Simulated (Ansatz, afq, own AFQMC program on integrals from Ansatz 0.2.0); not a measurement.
## AlH3⁺, doublet: AFQMC among the cluster methods

```tsv
atom	x (Å)	y (Å)	z (Å)
Al	0.0000	0.0571	0.0000
H	0.0000	0.2262	-1.5512
H	0.0000	0.2262	1.5512
H	0.0000	-1.9820	0.0000
```

Basis cc-pVDZ. Only valence electrons are correlated. Ansatz 0.2.0 and our own AFQMC program on the same integrals; the CISD trial comes from CCSD amplitudes, and released means the phaseless constraint is let go. Free projection: walkers drawn from exp(T), propagated without any constraint. Its projection time is finite, and what remains of the start isn't in its error. Error bars are statistical, one sigma.

Determinant: UHF, the one that the program's search chose, which needn't be the lowest solution. The geometry is a point of a scan.

Full CI on the same integrals is exact in this basis and with this determinant's frozen core.

- T1 diagnostic: 0.0152
- weight of the determinant in the CISD state: 0.948
- ⟨S²⟩ of the determinant: 0.753
- size of the correlated space: 5 electrons in 28 orbitals

(1) Estimate: order these by the size of their error in total energy against full CI, smallest first.
A. MP2
B. CCSD
C. CCSD(T)
D. AFQMC with the constraint released

(1) D (0.01 ± 0.01 kcal/mol), C (0.25 kcal/mol), B (0.76 kcal/mol), A (12.41 kcal/mol).

Reference: full CI, correlation energy -1.972 eV. The released energy is read at 2.40 1/Eh (meV from the phaseless value at times in 1/Eh: 0.1 ± 1.0 at 0.24, -1.1 ± 0.4 at 0.51, -1.8 ± 0.4 at 0.99, -2.9 ± 0.5 at 1.62, -2.4 ± 0.5 at 2.40).

A walk keeps the symmetry of its determinant, which the program's search chose and which needn't be the lowest solution, so a lower state of the same spin and another symmetry isn't excluded. Released energies are given only where the last usable release times agree within the noise; a slower fall can still hide under it.
